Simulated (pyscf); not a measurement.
This saddle point was located with ωB97X-D3(BJ)/def2-SVP in PySCF.

```xyz
17

C      1.1029     0.8218    -0.9061
In    -0.8626     0.3378     0.5390
C     -2.2665    -0.6931    -0.7186
C     -1.0006     1.9888     1.9068
H      1.3850     0.2206    -1.7869
H      0.3620     1.5571    -1.2875
H      1.9707     1.4291    -0.5980
H     -1.7333    -1.3826    -1.3903
H     -2.8453     0.0135    -1.3324
H     -2.9756    -1.2775    -0.1116
H     -1.5283     2.8410     1.4524
H      0.0074     2.3189     2.1997
H     -1.5479     1.6944     2.8160
N      0.8009    -1.0006     1.1054
H      1.1257    -0.1785     0.1070
H      0.7633    -1.9977     0.8948
H      1.2926    -0.8764     1.9902
```
Charge 0, spin multiplicity 1.

Surface: singlet, charge 0. Lowest wavenumbers (cm⁻¹): 1575i, 47, 50, 75, 111.

Task: Name the species on either side of this saddle.

Result: `[CH3][In]([CH3])[CH3]` + `[NH3]` ⇌ `[CH4]` + `[CH3][In]([CH3])[NH2]`, a four-centre exchange read from left to right: C–In, H–N broken and C–H, In–N formed. At ωB97M-D3(BJ)/def2-TZVP it lies +18.6 kcal/mol from the left side and +30.2 kcal/mol from the right (each side as separated species at their lowest minima found). On the reactant side the descent ends in an adduct with a In–N contact, 18.6 kcal/mol under the separated species and 35.6 kcal/mol under the saddle at ωB97X-D3(BJ)/def2-TZVP. What is counted as formed (In–N) is already present as a longer contact in the reactant adduct; forming that adduct is a step of its own. One saddle was located; it need not be the lowest between these sides. Elements past Kr carry the def2 core potentials, without spin-orbit coupling.
